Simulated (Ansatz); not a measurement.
Input file:

```yaml
crystal:
  periodic: [false, false, false]
  atoms:
    - {symbol: N, position_ang: [0.000000, 0.000000, 0.000000]}
    - {symbol: S, position_ang: [0.000000, 0.000000, 2.003000]}
basis:
  gaussian: {orbitals: cc-pVDZ}
magnetization: {spin_polarized: false, initial_magnetization: 1}
correlation: {active_space: {window: {electrons: 3, orbitals: 3}}}
accuracy: high
output: {forces: true}
```

```sh
$ ansatz run in.yaml --threads 1 --pin off --events-out ev --progress --plain --max-ram 2393MiB
```

Log:

```
605 factors; integrals over basis functions are off by at most 3.0e-9 eV
mean field evaluation 1: about -12292.1350 eV, gradient 1.1e1 eV
mean field evaluation 2: about -12292.1626 eV, gradient 1.1e1 eV
mean field evaluation 4: about -12292.7161 eV, gradient 8.0e0 eV
mean field evaluation 8: about -12293.3157 eV, gradient 7.1e-1 eV
mean field evaluation 16: about -12293.3433 eV, gradient 1.9e-2 eV
mean field evaluation 32: about -12291.0900 eV, gradient 1.1e0 eV
mean field evaluation 64: about -12292.4235 eV, gradient 2.0e0 eV
mean field evaluation 96: about -12293.3232 eV, gradient 1.1e0 eV
mean field evaluation 128: about -12293.3390 eV, gradient 5.6e-1 eV
mean field evaluation 160: about -12292.4651 eV, gradient 2.9e-1 eV
mean field -12293.35752036 eV, -451.7725561361 hartree, gradient 6.3e-8 eV, S^2 0.750000; 8 other end points of the search recorded, 0 dependent functions left out
reference -12293.35752036 eV, -451.7725561361 hartree; 12, 11 occupied and 20, 21 virtual orbitals, 605 factors
state -12295.93718928 eV, -451.8673572204 hartree
the orbitals are reached from a further start. From the first start the search ends at -12294.37023238 eV, -451.8097726165 hartree
the calculation of the forces begins
Total energy: -12295.93718928 eV, -451.8673572204 hartree
Atom 0 at     0.000000     0.000000     0.000000 Å, force     0.000000    -0.000000     5.003914 eV/Å
Atom 1 at     0.000000     0.000000     2.003000 Å, force    -0.000000     0.000000    -5.003914 eV/Å
Dipole moment:    -0.000000     0.000000     0.110989 e Å
```

Natural occupations: 1.4479 1.0000 0.5521.

Forces (eV/Å):
```
N    0.000  0.000  5.004
S    0.000  0.000 -5.004
```

Ran on 1 thread of Intel Xeon Platinum 8488C, shared host: 1.5 s wall, 0.18 GiB peak host memory.
